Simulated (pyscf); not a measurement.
hydrogen chloride (HCl) + Cl–BH–Cl -> Cl–BH–Cl + hydrogen chloride (HCl) (four-centre exchange; singlet surface; Cl–H, B–Cl broken, B–Cl, Cl–H formed). Structures and frequencies: ωB97X-D3(BJ)/def2-SVP in PySCF. Correlated levels are frozen-core, on RHF or UHF. ΔMP2 is the change of the MP2 total energy from the triple- to the quadruple-zeta basis. Energies in eV from the separated reactants.

```json
[
 {"level": "PBE/def2-TZVP", "barrier": "0.57", "reaction energy": "0.00"},
 {"level": "r²SCAN/def2-TZVP", "barrier": "0.65", "reaction energy": "0.00"},
 {"level": "B3LYP-D3(BJ)/def2-TZVP", "barrier": "0.82", "reaction energy": "0.00"},
 {"level": "PBE0-D3(BJ)/def2-TZVP", "barrier": "0.64", "reaction energy": "0.00"},
 {"level": "MP2/def2-QZVPP", "barrier": "0.75", "reaction energy": "0.00"},
 {"level": "CCSD(T)/def2-TZVPP", "barrier": "(withheld)", "reaction energy": "0.00"},
 {"level": "CCSD(T)/def2-TZVPP + ΔMP2(QZVPP)", "barrier": "(withheld)", "reaction energy": "0.00"}
]
```

Fill in the missing entries.


- CCSD(T)/def2-TZVPP, barrier: 0.95
- CCSD(T)/def2-TZVPP + ΔMP2(QZVPP), barrier: 0.91

Of the functionals in the table, B3LYP-D3(BJ) is closest to CCSD(T)/def2-TZVPP + ΔMP2(QZVPP) in the barrier (0.09 eV apart) and PBE least close (0.34 eV); that level has limits of its own. This is the saddle that the search found; another between the same sides may lie lower. The CCSD(T) − MP2 part came from Ansatz, without density fitting, on the same reference.
